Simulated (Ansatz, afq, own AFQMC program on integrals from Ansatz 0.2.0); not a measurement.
AFQMC on a folder of integrals that Ansatz 0.2.0 wrote.

```yaml
crystal:
  periodic: [false, false, false]
  atoms:
    - {symbol: Ge, position_ang: [0.000000, 0.000000, 0.733436]}
    - {symbol: Al, position_ang: [0.000000, 0.000000, -1.780769]}
    - {symbol: H, position_ang: [0.000000, -1.374627, -2.593847]}
    - {symbol: H, position_ang: [0.000000, 1.374627, -2.593847]}
basis:
  gaussian: {orbitals: cc-pVDZ}
magnetization: {spin_polarized: false, initial_magnetization: 1}
correlation: {method: ccsd_t, electrons: outside_noble_gas, hamiltonian_folder: ham}
```

```sh
$ ansatz run in.yaml --threads 1 --pin off --events-out ev --progress --plain --max-ram 1382MiB
```

Options of the walk:

```
--method phaseless --trial hf --walkers 120 --populations 1 --least-time 40 --time-step 0.005 --steps-per-block 20 --equilibration-blocks 112 --max-blocks 600 --target-error 0.00108 --factor-cut 1e-05 --start spin_pure --seed 5745 --taylor-order 6
```

Times are imaginary, in 1/Eh. The walk had a cap of 1011 s. Filled inner d shells are frozen with the cores.

afq prints:

```
orbitals 36  electrons 5 4  factors 271 of 595
reference energy -2318.36191977 Eh
CCSD correlation -0.15743922 Eh in 12 cycles, weight of the determinant in the CISD state 0.8771
energy of the start -2318.361944 Eh
 block  time / (1/Eh)  mean weight  energy / Eh
     1     0.100  1.0000  -2318.384106
     2     0.200  1.0009  -2318.403182
     3     0.300  1.0011  -2318.418813
     4     0.400  1.0005  -2318.434331
     5     0.500  1.0002  -2318.442564
    10     1.000  0.9996  -2318.474330
    86     8.600  0.9996  -2318.531278
   171    17.100  0.9988  -2318.532823
   256    25.600  1.0001  -2318.527288
   290    29.000  1.0002  -2318.502199
   341    34.100  1.0011  -2318.523183
   426    42.600  0.9994  -2318.517723
   460    46.000  1.0015  -2318.539396
   511    51.100  1.0013  -2318.518226
   596    59.600  1.0001  -2318.516042
   681    68.100  0.9986  -2318.517210
blocks merged  error / Eh  count
     1  0.000398  580
     2  0.000525  290
     4  0.000684  145
     8  0.000868  72
    16  0.001033  36
    32  0.001074  18
    64  0.001251  9
energy -2318.522121 +/- 0.001074 Eh
(rows thinned)
```

The run passed its tests (sampling time, drift between the halves within three errors, error under three times the target), which doesn't prove that it has relaxed.

Against this walk (error 29.2 meV) on the same determinant: CCSD(T) 29.8 meV lower (within the noise), CCSDT(Q) 65.3 meV lower, a separate phaseless walk with a CISD trial and standard settings 46.9 ± 30.1 meV lower (within the noise). The error is statistical and leaves out the bias of the constraint.

Cautions: constraint bias not in the error; no relativity below Rb; no spin-orbit coupling; inner d shell frozen; higher spins were not checked; a spin-contaminated unrestricted determinant lies lower (UHF 142 meV lower, ⟨S²⟩ 1.16).

The walk took 2.9 min on 1 thread of Intel(R) Xeon(R) 6975P-C (Granite Rapids) (shared host). The log's last line is the phaseless energy.

CCSDT and higher add their correlation energy to the determinant of the CCSD(T) run, since their own runs factorise the integrals more tightly (a shift of under 2 meV). A walk keeps the symmetry of its determinant, which the program's search chose and which needn't be the lowest solution, so a lower state of the same spin and another symmetry isn't excluded.
